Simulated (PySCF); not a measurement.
Gas-phase reaction: 2 Si₂H₆ + SiO + 4 H₂O → 5 H₃SiOH

Energies from PySCF, thermal terms from the rigid-rotor harmonic-oscillator model, ideal gas at 1 bar. † marks an energy on the PBE0/def2-TZVP geometry and frequencies. MP2 freezes the core. All species are closed-shell singlets. B3LYP is the form with VWN-RPA correlation. H₃SiOH: computed as isolated molecules; such fragments, hydroxides, amides, oligomers or adducts are transient or little studied in the gas. MP2 isn't extrapolated to the basis-set limit; its ΔH°(298 K) is -490.4 kJ in def2-SVP and -529.5 kJ in def2-TZVPP. The harmonic model lacks anharmonicity and excited electronic states, which grow with temperature; levels with a mode under 35 cm⁻¹ are left out. Internal rotation in Si₂H₆, H₃SiOH is treated as a harmonic vibration of one conformer, which makes the entropy rough.

```csv
level,"ΔE electronic, kJ","ΔH°(298 K), kJ","ΔS°(298 K), J/K","ΔG°(1000 K), kJ"
B3LYP/def2-TZVP†,-519,-520,-226,-292
BLYP/def2-TZVP†,-472,-474,-226,-246
HF/def2-TZVP†,-617,-619,-226,-391
M06-2X/def2-TZVP†,-570,-571,-226,-343
MP2/def2-SVP†,-489,-490,-226,-262
PBE0/def2-SVP†,-488,-489,-226,-261
r2SCAN/def2-TZVP†,-539,-541,-226,-313
LDA/def2-TZVP†,-524,-525,-226,-297
```
ΔH° is lowest at HF/def2-TZVP† and highest at BLYP/def2-TZVP†. No reference value is set beside these.
